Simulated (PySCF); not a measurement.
Which basis set comes closest?

Molecule: SMILES C[PH](C)=S, C$_{2}$H$_{7}$PS.

Numbering as in the mapped SMILES `[CH3:1][PH:2]([CH3:3])=[S:4]`; H(Xn) means a hydrogen on atom n.

Geometry PBE0-D3(BJ)/def2-SVP throughout; GIAO in PySCF, gas phase, one conformer, non-relativistic; equivalent atoms averaged; functional PBE0.

Reference values (measured; solution; Ewan Kenneth Macdonald, Aspects of the Chemistry of Some Fluorophosphine Derivatives of Group VI Elements, PhD thesis, University of Edinburgh, 1980): δ(P2) = 5.0 ppm vs 85 % H3PO4. Computed shifts are taken against H3PO4, calculated as an isolated molecule at each level.

How do the basis sets pcSseg-0, cc-pVDZ, aug-cc-pVDZ, cc-pVTZ, IGLO-III perform against the reference? Times are CPU seconds on 1 thread of an x86-64 server CPU, shared host.

Results:


| basis set | functions | P2 | abs. error P | core-s |
| --- | --- | --- | --- | --- |
| pcSseg-0 | 58 | -119.9 | 124.9 | 4.4 |
| cc-pVDZ | 99 | -11.0 | 16.0 | 7.6 |
| aug-cc-pVDZ | 163 | -29.6 | 34.6 | 14 |
| cc-pVTZ | 226 | -27.5 | 32.5 | 22 |
| IGLO-III | 228 | -13.8 | 18.8 | 23 |

For 31P the closest is cc-pVDZ (16.0 ppm) and the furthest pcSseg-0 (124.9 ppm). Where a smaller basis beats a larger one, errors probably cancel. One molecule is a small sample, and vibrational and solvent effects are absent from the calculation.

A small basis that lands close on one nucleus may do so by chance; judge by the trend and by all nuclei.
